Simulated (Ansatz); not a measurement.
**HB–BH, singlet: stretch scan**

Starting geometry (PBE0/def2-TZVP stationary point for this spin, not checked as a minimum):

```csv
atom,x (Å),y (Å),z (Å)
B,0.0000,0.0000,0.7625
B,0.0000,0.0000,-0.7625
H,0.0000,0.0000,1.9383
H,0.0000,0.0000,-1.9383
```

From there B2, H4 move together along the line of the two atoms named below, all else staying in place; atoms are numbered as listed. Energies are in eV, counted from the starting geometry at the same level.

Basis 6-31G; Ansatz 0.2.0. Correlated methods freeze the noble-gas cores. R marks a restricted (for open shells ROHF) determinant. Active spaces: valence = (8e, 10o) chosen from the atoms' valence shells.

The determinant at some points fills πx and πy unequally, so it is a mixture of Σ and Δ, which weighs on every level built on one determinant. Runs in a small pair space aren't shown, since their orbitals change along the scan.

Full CI is exact within this basis and frozen core; it isn't the basis-set limit.

```
distance B1-B2 (Å)  full CI  unpaired electrons (full CI)  error CISD  error RCCSD(T)  error CASSCF (valence space)  error NEVPT2 (valence space)  error MRCISD (valence space)  error MRCISD+Q (valence space)
             1.239    2.643                          2.02      -0.042           0.005                         0.060                         0.021                         0.003                           0.001
             1.402    0.460                          2.02      -0.021           0.004                         0.023                         0.008                         0.001                           0.000
             1.525    0.000                          2.03       0.000           0.000                         0.000                         0.000                         0.000                           0.000
             1.696    0.241                          2.04       0.044          -0.008                        -0.023                        -0.008                        -0.001                           0.000
             1.871    0.990                          2.06       0.111          -0.018                        -0.034                        -0.011                        -0.001                           0.000
             2.124    2.307                          2.13       0.261         -0.041*                        -0.032                        -0.007                         0.001                           0.001
             2.480    3.917                          2.35       0.601         -0.111*                        -0.021                         0.008                         0.004                           0.003
             2.817    4.583                          1.40       0.150          -0.060                         0.039                         0.048                         0.011                           0.009
             3.396    4.103                          0.27      -0.014          -0.112                         0.000                         0.043                         0.002                           0.001
             4.194    3.910                          0.22      -0.045          -0.113                        -0.018                         0.039                        -0.002                          -0.002
             5.064    3.883                          0.21      -0.053          -0.112                        -0.031                         0.035                        -0.003                          -0.003
```

An asterisk marks runs whose energy the program itself flagged as in doubt.

Unpaired electrons are Σ n²(2−n)² over natural occupations. Errors are those of relative energies. In total energy the starting point itself misses full CI by: CISD 0.400, RCCSD(T) 0.128, CASSCF (valence space) 0.795, NEVPT2 (valence space) 0.238, MRCISD (valence space) 0.018, MRCISD+Q (valence space) 0.005 eV.

Spread of the error over the points with a reference, to 5.064 Å (largest less smallest): MRCISD+Q (valence space) 0.012, MRCISD (valence space) 0.014, NEVPT2 (valence space) 0.059, CASSCF (valence space) 0.095, RCCSD(T) 0.118, CISD 0.655 eV.

Going outwards, the relative energy of NEVPT2 (valence space) first misses by more than 0.043 eV (1 kcal/mol) at 2.817 Å.

MRCISD+Q (valence space) stays parallel to the reference within 0.012 eV over the points shown.
